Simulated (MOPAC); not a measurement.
MOPAC input (PM7):

```
PM7 1SCF CHARGE=-1 GEO-OK AUX(PRECISION=9) THREADS=1
C2HO2

C     0.37929460 1    0.55476049 1    0.30227314 1
C     0.02534738 1   -0.76307343 1   -0.03003155 1
O     0.69996098 1    1.63440694 1   -0.15189047 1
O    -1.12129664 1   -1.30302412 1   -0.06769073 1
H     0.94283335 1   -1.40118499 1    0.12320002 1
```

From the last part of the output:

```
                                                       MOPAC v23.2.5 Linux

          FINAL HEAT OF FORMATION =        -62.76075 KCAL/MOL =    -262.59097 KJ/MOL

          COSMO AREA              =         86.06 SQUARE ANGSTROMS
          COSMO VOLUME            =         66.99 CUBIC ANGSTROMS

          IONIZATION POTENTIAL    =          2.156090 EV
          HOMO LUMO ENERGIES (EV) =         -2.156  6.476
          NO. OF FILLED LEVELS    =         11
          MOLECULAR WEIGHT        =         57.0287         POINT GROUP:  C1

          MOLECULAR DIMENSIONS (Angstroms)

            Atom       Atom       Distance
            O     4    O     3     3.45725
            H     5    O     3     1.81881
            C     2    C     1     0.40806

          SCF CALCULATIONS        =          1

   ATOM   CHEMICAL          X               Y               Z
  NUMBER   SYMBOL      (ANGSTROMS)     (ANGSTROMS)     (ANGSTROMS)

     1       C          0.37929460  *   0.55476049  *   0.30227314  *
     2       C          0.02534738  *  -0.76307343  *  -0.03003155  *
     3       O          0.69996098  *   1.63440694  *  -0.15189047  *
     4       O         -1.12129664  *  -1.30302412  *  -0.06769073  *
     5       H          0.94283335  *  -1.40118499  *   0.12320002  *

                             CARTESIAN COORDINATES

   1    C        0.379294600     0.554760490     0.302273140
   2    C        0.025347380    -0.763073430    -0.030031550
   3    O        0.699960980     1.634406940    -0.151890470
   4    O       -1.121296640    -1.303024120    -0.067690730
   5    H        0.942833350    -1.401184990     0.123200020

           Empirical Formula: C2 H O2  =     5 atoms

      MOLECULAR POINT GROUP   :   C1

                  EIGENVALUES
 -24.31631 -22.81025 -18.75299 -12.46135  -9.96905  -9.02048  -8.53420  -7.63602
  -6.76690  -4.38969  -2.15609   6.47570   6.69704   9.91583  10.50322  11.19896
  11.50633

              NET ATOMIC CHARGES AND DIPOLE CONTRIBUTIONS

  ATOM NO.   TYPE          CHARGE      No. of ELECS.   s-Pop       p-Pop
    1          C           0.078366        3.9216     1.31949     2.60215
    2          C           0.133225        3.8668     1.13694     2.72983
    3          O          -0.552644        6.5526     1.87778     4.67487
    4          O          -0.711841        6.7118     1.89702     4.81482
    5          H           0.052894        0.9471     0.94711
 DIPOLE           X         Y         Z       TOTAL
 POINT-CHG.     2.296    -0.402     0.750     2.449
 HYBRID        -0.132     0.122    -0.760     0.781
 SUM            2.164    -0.280    -0.010     2.182

          ATOMIC ORBITAL ELECTRON POPULATIONS

     Atom    s        px        py        pz
    1  C   1.31949   0.57103   0.80805   1.22307
    2  C   1.13694   0.89855   0.98765   0.84363
    3  O   1.87778   1.48966   1.37646   1.80874
    4  O   1.89702   1.36694   1.79548   1.65240
    5  H   0.94711

 **********************
 *                    *
 * JOB ENDED NORMALLY *
 *                    *
 **********************

 == MOPAC DONE ==
```

The dipole moment of an ion depends on the origin.
